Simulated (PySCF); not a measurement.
These 2 structures share the formula [C5H12N]+ (charge +1). Computed with PBE0-D3(BJ)/def2-SVP geometry optimisation, gas phase in PySCF. One conformer each; no zero-point energy, no entropy. No frequencies were run at this level. Point groups hold within 0.08 Å.

Question: Rank from lowest to highest electronic energy at this level (kcal/mol).
A. `[CH3:1][NH+:2]1[CH2:3][CH2:4][CH2:5][CH2:6]1` (charge +1) with C1–N2–C3–C4 166°, N2–C3–C4–C5 -23°, C3–C4–C5–C6 -2°, C4–C5–C6–N2 26°
B. `[CH3:1][NH2+:2][CH2:3][CH:4]1[CH2:5][CH2:6]1` (charge +1) with C1–N2–C3–C4 -177°, N2–C3–C4–C5 77°

Answer: A (0.0), B (21.1).

As drawn, the higher has a three-membered ring, which the lower lacks.

| SMILES | E (Eh) | E rel (kcal/mol) | dipole about centre of mass (D) | point group | A, B, C (MHz) |
| --- | --- | --- | --- | --- | --- |
| C[NH+]1CCCC1 | -251.80351 | 0.0 | 2.27 | – | 6377, 3031, 2278 |
| C[NH2+]CC1CC1 | -251.76987 | 21.1 | 5.19 | C1 | 10160, 1679, 1596 |

Question: How do the relative energies change in single points at PBE0/pcSseg-1 (no added dispersion term) on the same geometries?

Answer: 
```json
{"SMILES": "C[NH+]1CCCC1", "PBE0-D3(BJ)/def2-SVP (kcal/mol)": "0.0", "PBE0/pcSseg-1 (kcal/mol)": "0.0", "shift": "0.0"}
{"SMILES": "C[NH2+]CC1CC1", "PBE0-D3(BJ)/def2-SVP (kcal/mol)": "21.1", "PBE0/pcSseg-1 (kcal/mol)": "20.9", "shift": "-0.2"}
```

Each column counts from its own lowest isomer. The order is unchanged; the largest shift is 0.2 kcal/mol.
